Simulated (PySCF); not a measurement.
Group charges in neopentyl alcohol

Species: neopentyl alcohol, C₅H₁₂O.
SMILES with atom numbers: `[CH3:1][C:2]([CH3:3])([CH3:4])[CH2:5][OH:6]` (hydrogens: H7, H8, H9 on C1; H10, H11, H12 on C3; H13, H14, H15 on C4; H16, H17 on C5; H18 on O6)

Structure used (GFN2-xTB), in Å, numbered top down from 1:
```
atom  x, y, z in Å
C1    -0.4779   -0.9346    1.0677
C2     0.1508   -0.0555   -0.0182
C3     0.9024    1.1086    0.6295
C4     1.1120   -0.9003   -0.8559
C5    -0.9484    0.5010   -0.9464
O6    -1.8964    1.3100   -0.2955
H7     0.3009   -1.4190    1.6519
H8    -1.1007   -1.7089    0.6224
H9    -1.0848   -0.3425    1.7504
H10    1.4432    1.6768   -0.1234
H11    0.2017    1.7786    1.1223
H12    1.6147    0.7428    1.3655
H13    1.9207   -1.2776   -0.2343
H14    0.5938   -1.7494   -1.2968
H15    1.5438   -0.3084   -1.6594
H16   -0.4953    1.1431   -1.7057
H17   -1.4481   -0.3357   -1.4586
H18   -2.3411    0.7774    0.3729
```

Atomic charges (e) from the PBE0/pcSseg-1 density (PySCF):

```
atom  Mulliken      IAO  Hirshfeld  ESP-fitted
  C1   -0.1850  -0.4217    -0.1210     -0.5424
  C2   -0.6514  +0.0388    +0.0182     +0.6012
  C3   -0.1447  -0.4199    -0.1239     -0.4281
  C4   -0.1587  -0.4181    -0.1175     -0.6694
  C5   +0.1920  -0.0464    +0.0003     +0.1293
  O6   -0.4499  -0.5466    -0.2230     -0.6262
  H7   +0.1163  +0.1419    +0.0423     +0.1357
  H8   +0.1079  +0.1317    +0.0363     +0.1171
  H9   +0.1020  +0.1281    +0.0364     +0.1091
 H10   +0.1041  +0.1341    +0.0381     +0.0997
 H11   +0.1148  +0.1452    +0.0335     +0.0931
 H12   +0.1044  +0.1324    +0.0368     +0.0922
 H13   +0.1100  +0.1384    +0.0406     +0.1723
 H14   +0.1053  +0.1336    +0.0374     +0.1461
 H15   +0.1085  +0.1357    +0.0394     +0.1297
 H16   +0.1085  +0.1407    +0.0415     +0.0584
 H17   +0.0932  +0.1086    +0.0284     -0.0095
 H18   +0.2228  +0.3434    +0.1563     +0.3919
```

Q: Cut each of the bonds C1–C2, C5–C2 and O6–C5 in turn and sum the charges on the side of the atom named first.

A: In e; the other side holds the opposite charge:

```tsv
bond cut	piece	atoms	Mulliken	IAO	Hirshfeld	ESP-fitted
C1–C2	CH3	4	+0.141	-0.020	-0.006	-0.181
C5–C2	CH3O	5	+0.167	0.000	+0.004	-0.056
O6–C5	OH	2	-0.227	-0.203	-0.067	-0.234
```

Extremes among these pieces. Mulliken: lowest OH at O6, highest CH3O at C5; IAO: lowest OH at O6, highest CH3O at C5; Hirshfeld: lowest OH at O6, highest CH3O at C5; ESP-fitted: lowest OH at O6, highest CH3O at C5.

Q: Do the schemes agree better on the pieces than on the single atoms at the cuts?

A: The spread between schemes averages 0.237 e for the pieces and 0.354 e for the atoms named first; it is smaller for the piece at 3 of the 3 cuts. On average they agree better on the pieces. The sign differs between schemes (beyond ±0.03 e) for CH3 at C1 and CH3O at C5.

One conformer (not necessarily the lowest) at the GFN2-xTB geometry, without solvent, vibrations or thermal averaging.
